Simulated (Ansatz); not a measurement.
Geometry optimisation, RKS BHLYP-D4/STO-3G in Ansatz.

The input (input.yaml):

```yaml
crystal:
  periodic: [false, false, false]
  atoms:
    - { symbol: Si, position_ang: [0.0, 0.0, 0.0] }
    - { symbol: C, position_ang: [0.0, 0.0, 1.87] }
    - { symbol: H, position_ang: [-0.9996, -0.3092, 2.2405] }
    - { symbol: H, position_ang: [0.7676, -0.7111, 2.2405] }
    - { symbol: H, position_ang: [0.232, 1.0203, 2.2405] }
    - { symbol: H, position_ang: [1.3768, 0.0, -0.4862] }
    - { symbol: Cl, position_ang: [-1.0032, 1.7381, -0.7093] }
    - { symbol: H, position_ang: [-0.6877, -1.1914, -0.4862] }
basis:
  gaussian: { orbitals: STO-3G }
hamiltonian:
  xc: { name: BHLYP }
  dispersion: d4
relax:
  f_tol: 0.02
  max_steps: 40
```

Launched with:

```bash
$ ansatz run input.yaml --threads 1 --pin off --max-ram 2048MiB --backend cpu --events-out ev --progress --plain --runs-dir out
```

Q: Where does it end, and by what steps?

A: The run converged. The force dipped under the threshold on the way, but the program's further checks kept it going. Limits of this set-up: minimal basis. After 9 steps the energy has fallen by 0.103 eV; H3 moved furthest, 0.22 Å.

```json
{"step": "0", "energy less start (eV)": "0.0000", "largest force component (eV/Å)": "0.930", "accepted": "yes"}
{"step": "1", "energy less start (eV)": "-0.0704", "largest force component (eV/Å)": "0.284", "accepted": "yes"}
{"step": "2", "energy less start (eV)": "-0.0957", "largest force component (eV/Å)": "0.100", "accepted": "yes"}
{"step": "3", "energy less start (eV)": "-0.0977", "largest force component (eV/Å)": "0.018", "accepted": "yes"}
{"step": "4", "energy less start (eV)": "-0.0994", "largest force component (eV/Å)": "0.040", "accepted": "yes"}
{"step": "5", "energy less start (eV)": "-0.1009", "largest force component (eV/Å)": "0.182", "accepted": "yes"}
{"step": "6", "energy less start (eV)": "-0.0971", "largest force component (eV/Å)": "0.415", "accepted": "no"}
{"step": "7", "energy less start (eV)": "-0.1024", "largest force component (eV/Å)": "0.023", "accepted": "yes"}
{"step": "8", "energy less start (eV)": "-0.1027", "largest force component (eV/Å)": "0.003", "accepted": "yes"}
{"step": "9", "energy less start (eV)": "-0.1028", "largest force component (eV/Å)": "0.015", "accepted": "yes"}
```

```xyz
8
Properties=species:S:1:pos:R:3
Si 0.025 -0.014 0.009
C -0.001 0.004 1.866
H -1.016 -0.086 2.247
H 0.581 -0.830 2.257
H 0.425 0.925 2.257
H 1.353 0.148 -0.506
Cl -1.107 1.603 -0.701
H -0.574 -1.204 -0.520
```

The run took 14 s on 1 thread of Arm Neoverse V1 (shared host), peak memory 0.11 GiB.
